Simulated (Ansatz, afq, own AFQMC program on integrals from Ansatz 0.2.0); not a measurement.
Where AFQMC and coupled cluster stand for SiCl2F, doublet

```json
{"atom": "Si", "x (Å)": "-0.7976", "y (Å)": "0.1490", "z (Å)": "-0.6056"}
{"atom": "F", "x (Å)": "-1.5249", "y (Å)": "-1.2498", "z (Å)": "-0.9623"}
{"atom": "Cl", "x (Å)": "-0.2084", "y (Å)": "1.0145", "z (Å)": "-2.3737"}
{"atom": "Cl", "x (Å)": "-2.1698", "y (Å)": "1.3431", "z (Å)": "0.3503"}
```

Connectivity, by distances: F–Si(–Cl)–Cl.

Basis def2-SVP. Noble-gas cores (and the filled d shells of Ga–Kr and In–Xe) are frozen. AFQMC by an in-house program on the Cholesky factors that Ansatz 0.2.0 writes for its CCSD(T) run. ph-AFQMC/CISD is guided by a CISD state made of CCSD amplitudes; releasing the constraint for a short imaginary time cuts its bias at the price of noise, slowly where states lie close. ± is one standard error of the sampling.

Determinant: UHF, the one that the program's search chose, which needn't be the lowest solution. The geometry is a PBE0/def2-SVP stationary point of this or a neighbouring charge and spin state.

No full CI on the walks' own integrals is used here. The released AFQMC energy serves as the reference, which it does only where one determinant dominates, the energy is flat over the last release times and near the phaseless one (40 meV or 2 meV an electron, half that with transition metals). On small molecules, where full CI could be run and the noise was under 10 meV, such values lay within 10 meV of it in 19 cases of 20, a flattering rate, since the rule was set on those same cases; what remains of the bias isn't in the error bar.

Cautions: the released value is read at 0.60 1/Eh (meV from the phaseless value at times in 1/Eh: -7 ± 9 at 0.20, -14 ± 9 at 0.40, -16 ± 9 at 0.60).

```
T1 diagnostic                               : 0.0128
weight of the determinant in the CISD state : 0.837
⟨S²⟩ of the determinant                     : 0.754
size of the correlated space                : 25 electrons in 52 orbitals
```

(1) Estimate: order these by the size of their error in total energy against AFQMC with the constraint released, smallest first.
A. CCSD(T)
B. phaseless AFQMC with a CISD trial
C. CCSD
D. MP2

(1) B (0.38 ± 0.25 kcal/mol), A (1.50 ± 0.20 kcal/mol), C (8.50 ± 0.20 kcal/mol), D (26.50 ± 0.20 kcal/mol).

Reference: AFQMC with the constraint released, correlation energy -15.307 ± 0.009 eV.

Released energies are given only where the last usable release times agree within the noise; a slower fall can still hide under it.
